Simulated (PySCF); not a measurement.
**SiB: one state, many levels of theory**

State: ⁴Σ⁻ (quartet), unpaired electrons σ ↑, π ↑↑. Set-up: basis Si def2-TZVPP, B def2-TZVPP; no relativity; PySCF 2.14. De refers to Si + B in their high-spin ground configurations, without counterpoise correction. The functionals are run spin-unrestricted. A positive dipole means Si(−)B(+).

| Level | Re (Å) | ωe (cm⁻¹) | De (eV) | μ (D) | CPU s a point (SCF and correlation, without the integrals) |
| --- | --- | --- | --- | --- | --- |
| UHF | 1.864 | 866 | 2.40 | -0.06 | 0.47 |
| UHF-MP2 | 1.905 | 771 | 3.26 | n/a | 0.72 |
| UHF-SCS-MP2 | 1.902 | 766 | 2.89 | n/a | n/a |
| UHF-CCSD | 1.907 | 763 | 2.98 | n/a | n/a |
| UHF-CCSD(T) | 1.920 | 741 | 3.15 | n/a | 8.8 |
| PBE | 1.928 | 731 | 3.75 | -0.64 | 0.87 |
| PBEsol | 1.923 | 739 | 3.99 | -0.65 | 0.53 |
| r²SCAN | 1.908 | 769 | 3.72 | -0.34 | 1.3 |
| PBE0 | 1.904 | 772 | 3.56 | -0.48 | 1.4 |
| r²SCAN0 | 1.893 | 796 | 3.52 | -0.30 | 1.6 |
| B97-3 | 1.905 | 767 | 3.44 | -0.60 | 0.82 |
| M06 | 1.904 | 755 | 3.53 | -0.63 | 1.6 |
| ωB97X | 1.884 | 813 | 3.33 | -0.42 | 1.3 |

The bond length runs from 1.864 Å (UHF) to 1.928 Å (PBE). De spans 2.40 eV (UHF, mean field) to 3.99 eV (PBEsol, GGA). Correlation at CCSD(T) changes the Hartree–Fock bond energy by +0.75 eV; the triples alone change it by +0.17 eV.

Correlated steps freeze 6 core orbitals. The CCSD T1 diagnostic is raised, a sign that a single reference may not be enough here. The state was picked by a PBE0 search and need not be the measured ground state.

The whole job (state search and all levels along the bond) took about 4.5 min on 1 thread of Arm Neoverse V2 (shared host), peak memory 1.7 GiB.
